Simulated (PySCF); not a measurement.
**AlH3Cl− (SMILES [H][Al-]([H])([H])[Cl]): FCI/STO-3G**

What is the energy change on altering one bond length of AlH3Cl− at FCI/STO-3G? The job is set up through a Python script.

Program for the calculation: PySCF 2.14.0.

11 further runs of the same task are left out: 2 that didn't finish, 9 set aside as unsound or not needed.

### Step 1. The structure to begin with

The species is AlH3Cl− (5 atoms), meant as a singlet with charge -1. SMILES: `[H][Al-]([H])([H])[Cl]`. The shape comes from GFN2-xTB, which is rough for such elements, and wasn't checked as a minimum.

Bond lengths: Al1–Cl2 2.096 Å, Al1–H3 1.609 Å, Al1–H4 1.608 Å, Al1–H5 1.609 Å. Angles: Cl2–Al1–H3 107.0°, Cl2–Al1–H4 107.2°, Cl2–Al1–H5 107.4°, H3–Al1–H4 111.6°, H3–Al1–H5 111.7°, H4–Al1–H5 111.8°.

### Step 2. A single-point energy at FCI/STO-3G

File run.py:

```python
# [AlClH3]-
from pyscf import gto, mcscf
from pyscf import fci

system = gto.M(
    atom='''
Al    -0.002450     0.000420    -0.134210
Cl     0.013850    -0.018360     1.961810
H      1.532100     0.011680    -0.616990
H     -0.775390     1.334390    -0.590440
H     -0.768110    -1.328130    -0.620160
''',
    spin=0,
    max_memory=1860,
    charge=-1,
    basis='sto-3g',
    verbose=3,
)

mf = system.RHF()
mf.conv_tol = 1e-10
mf.kernel()
if not mf.converged:
    mf = mf.newton().run(mf.mo_coeff, mf.mo_occ)

cas = mcscf.CASCI(mf, mf.mo_coeff.shape[-1] - 10, (system.nelec[0] - 10, system.nelec[1] - 10))  # full CI above the frozen core
cas.fcisolver = fci.direct_spin0.FCI(system)  # even spin states alone
cas.kernel()
print('<S^2> = %.4f' % cas.fcisolver.spin_square(cas.ci, cas.ncas, cas.nelecas)[0])
etot = cas.e_tot
print(f'total energy: {etot:.8f} hartree')
```

Run with:

```console
$ OMP_NUM_THREADS=1 python run.py
```

Standard output:

```text
converged SCF energy = -695.309595832716
CASCI E = -695.362119655593  E(CI) = -30.6172870924491  S^2 = 0.0000000
<S^2> = 0.0000
total energy: -695.36211966 hartree
```

Wall time 1.8 s (1 thread of Intel Xeon Platinum 8259CL at 2.50GHz (Skylake/Cascade Lake), shared host); peak memory 0.14 GiB.

### Step 3. The distorted shape

File input.py:

```python
from pyscf import gto, mcscf
from pyscf import fci

system = gto.Mole()
system.atom = '''
Al      -0.005710       0.004176      -0.553413
Cl       0.013850      -0.018360       1.961810
H        1.528840       0.015436      -1.036193
H       -0.778650       1.338146      -1.009643
H       -0.771370      -1.324374      -1.039363
'''
system.charge = -1
system.basis = 'sto-3g'
system.max_memory = 1860
system.verbose = 3
system.spin = 0
system.build()

mf = system.RHF()
mf.conv_tol = 1e-10
mf.kernel()
if not mf.converged:
    mf = mf.newton().run(mf.mo_coeff, mf.mo_occ)

cas = mcscf.CASCI(mf, mf.mo_coeff.shape[-1] - 10, (system.nelec[0] - 10, system.nelec[1] - 10))  # full CI above the frozen core
cas.fcisolver = fci.direct_spin0.FCI(system)  # even spin states alone
cas.kernel()
print('<S^2> = %.4f' % cas.fcisolver.spin_square(cas.ci, cas.ncas, cas.nelecas)[0])
e_tot = cas.e_tot
print('Final energy', e_tot)
```

Run with:

```console
$ OMP_NUM_THREADS=1 python input.py
```

Standard output:

```text
converged SCF energy = -695.290698172912
CASCI E = -695.345339764674  E(CI) = -29.3137049091384  S^2 = 0.0000000
<S^2> = 0.0000
Final energy -695.3453397646737
```

Wall time 1.5 s (1 thread of Intel Xeon Platinum 8259CL at 2.50GHz (Skylake/Cascade Lake), shared host); peak memory 0.14 GiB.

### Step 4. Outcome

Level: FCI/STO-3G, 10 core orbitals frozen.

```
                                                              quantity          value
                                             first shape: total energy  -695.36212 Eh
                      first shape: HOMO energy (Hartree–Fock orbitals)       -2.13 eV
                      first shape: LUMO energy (Hartree–Fock orbitals)       20.18 eV
    first shape: HOMO–LUMO gap (to an unbound level, set by the basis)       22.31 eV
             first shape: correlation energy (10 core orbitals frozen)      -52.5 mEh
                                         distorted shape: total energy  -695.34534 Eh
                  distorted shape: HOMO energy (Hartree–Fock orbitals)       -2.17 eV
                  distorted shape: LUMO energy (Hartree–Fock orbitals)       16.02 eV
distorted shape: HOMO–LUMO gap (to an unbound level, set by the basis)       18.18 eV
         distorted shape: correlation energy (10 core orbitals frozen)      -54.6 mEh
   energy change with the Al1–Cl2 bond stretched from 2.096 to 2.515 Å       0.457 eV
```

What this shows: With the Al1–Cl2 bond stretched from 2.096 to 2.515 Å the energy rises by 0.46 eV (10.5 kcal/mol). The first shape isn't relaxed at this level, so the change isn't measured from a minimum. The minimal basis adds a large error of its own. Mulliken charges (first shape) of the mean-field density run from -0.67 on Cl2 to +0.82 on Al1.
